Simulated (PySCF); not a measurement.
Stick spectrum of a doublet radical in fast tumbling, microwave frequency 34.129 GHz, simulated to first order from computed parameters.

Lines, field (mT) (relative intensity): 1215.25 (1), 1215.51 (4), 1215.76 (6), 1215.91 (2), 1216.01 (4), 1216.17 (8), 1216.26 (1), 1216.42 (12), 1216.57 (3), 1216.67 (8), 1216.83 (12), 1216.92 (2), 1217.08 (18), 1217.23 (2), 1217.33 (12), 1217.49 (8), 1217.58 (3), 1217.74 (12), 1217.89 (1), 1217.99 (8), 1218.15 (4), 1218.24 (2), 1218.40 (6), 1218.65 (4), 1218.90 (1)

Question: What is g?

Answer: The pattern is symmetric about 1217.08 mT, so g = hν/(μB·B0) = 34129/(13.99624 × 1217.08) = 2.0035, a shift of +1.2 × 10⁻³ from the free-electron value.

Question: Which couplings and how many nuclei make this pattern?

Answer: The first two lines at either end are about 0.25 mT apart, which is the smallest coupling, and their intensity ratio 1:4 counts the nuclei that share it. In full: a 1:2:3:2:1 quintet of 0.66 mT (19 MHz), from 2 nuclei of spin 1; a 1:4:6:4:1 quintet of 0.25 mT (7 MHz), from 4 nuclei of spin 1/2. Check: Σ 2nI·a is the distance from the first to the last line, 3.64 mT.

Question: The radical has the formula [C4H4N2]-. Propose a structure, and say which nuclei carry the couplings.

Answer: The pattern alone needn't single out one isomer; the structure behind this simulation is pyrazine radical anion (`c1cnccn1`) [SMILES of the parent framework; charge -1 and doublet state], numbered [cH:1]1[cH:2][n:3][cH:4][cH:5][n:6]1 (hydrogens: H7 on C1; H8 on C2; H9 on C4; H10 on C5). 0.66 mT: 14N at N3/N6 (a main spin site; computed sign +); 0.25 mT: 1H at H7/H8/H9/H10 (2 bonds from N6; computed sign −). The Mulliken spin populations are largest on N6 (+0.41) and N3 (+0.41). Main spin sites, with 60 % or more of the largest population: N3, N6; positions count bonds from the nearest.

Level of theory: PySCF, UKS B3LYP, IGLO-III on C N, pcH-1 on H, non-relativistic, mean-field spin-orbit, GIAO. Geometry: PBE0-D3(BJ)/def2-SVP; no solvent, vibrations or thermal averaging. Whether the extra electron is bound in the gas phase wasn't checked; a finite basis holds it in any case. The SCF solution wasn't tested for stability. No frequencies were computed at this geometry's level, so the symmetric structure isn't shown to be a minimum.

For comparison, experiment gives in magnitude: 1H H7/H8/H9/H10 7.4 MHz (computed 7.0); 13C C1/C2/C4/C5 8.1 MHz (computed 10.2); 14N N3/N6 20.2 MHz (computed 18.5) (solution or matrix (EPR); Pople, Beveridge, Approximate Molecular Orbital Theory, McGraw-Hill 1970 (compilation of measured values)). The computed 13C C1/C2/C4/C5 coupling is 26 % too large in magnitude.

Rare isotopes and splittings under 0.04 mT were left out of the simulation.
